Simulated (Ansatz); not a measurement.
Input for Ansatz (development build ahead of 0.2.0):

```yaml
crystal:
  periodic: [false, false, false]
  atoms:
    - { symbol: C, position_ang: [0.0, 0.0, -0.54378] }
    - { symbol: F, position_ang: [0.0, 0.94188, 0.18126] }
    - { symbol: F, position_ang: [0.0, -0.94188, 0.18126] }
basis:
  gaussian: { orbitals: def2-TZVP }
hamiltonian:
  xc: hf
correlation:
  method: mp2
  frozen_orbitals: { C: 1, F: 1 }
```

The input is written out in the form of the current development build from the run's settings.

The run gave:

```
Converged                       : yes
Reference energy                : -236.75009 hartree
Correlation energy              : -0.61744 hartree
Total energy                    : -237.36752 hartree
Spin squared of the determinant : 0.000
```

Caution: no unrestricted run beside it, a lower state can exist.
